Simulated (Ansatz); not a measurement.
Ansatz (a first-principles code) input (CCSD(T,full)/cc-pwCVTZ):
A basis named .json is the Basis Set Exchange file of that set.

Ansatz 0.2 input:
```yaml
crystal:
  periodic: [false, false, false]
  atoms:
    - {symbol: O, position_ang: [-1.05124578, -0.53895713, -0.04517009]}
    - {symbol: C, position_ang: [0.22159526, 0.58565329, 0.00865797]}
    - {symbol: O, position_ang: [1.25638181, 0.13571604, 0.12856953]}
    - {symbol: H, position_ang: [-0.77813459, -1.47076695, -0.15085754]}
    - {symbol: H, position_ang: [-0.30730441, 1.53440276, -0.05254589]}
    - {symbol: H, position_ang: [-1.88522068, -0.35162684, -0.51573992]}
basis:
  gaussian:
    orbitals: cc-pwCVTZ.json
total_charge: 1
magnetization: {spin_polarized: false}
correlation: {method: ccsd_t, frozen_orbitals: {C: 0, H: 0, O: 0}}
```

End of the output:

```
reference -5145.71425781 eV, -189.1015110841 hartree; 12, 12 occupied and 159, 159 virtual orbitals, 1024 factors
second order -21.59350590 eV of doubles, -0.00000000 eV of singles
coupled cluster: 1.66 GiB planned
cycle   1  -21.17650123 eV  change    4.2e-1 eV  update   1.1e-1
cycle   2  -21.69387120 eV  change   -5.2e-1 eV  update   3.6e-2
cycle   3  -21.82639443 eV  change   -1.3e-1 eV  update   1.8e-2
cycle   4  -21.80901567 eV  change    1.7e-2 eV  update   4.6e-3
cycle   5  -21.80755537 eV  change    1.5e-3 eV  update   2.1e-3
cycle   6  -21.80935416 eV  change   -1.8e-3 eV  update   6.9e-4
cycle   7  -21.80898620 eV  change    3.7e-4 eV  update   3.2e-4
cycle   8  -21.80883668 eV  change    1.5e-4 eV  update   1.0e-4
cycle   9  -21.80886257 eV  change   -2.6e-5 eV  update   3.3e-5
cycle  10  -21.80885806 eV  change    4.5e-6 eV  update   1.4e-5
perturbative correction -0.78889658 eV, -0.0289914147 hartree
Total energy: -5168.31201245 eV, -189.9319632498 hartree
```

It need not be the lowest isomer of its formula.
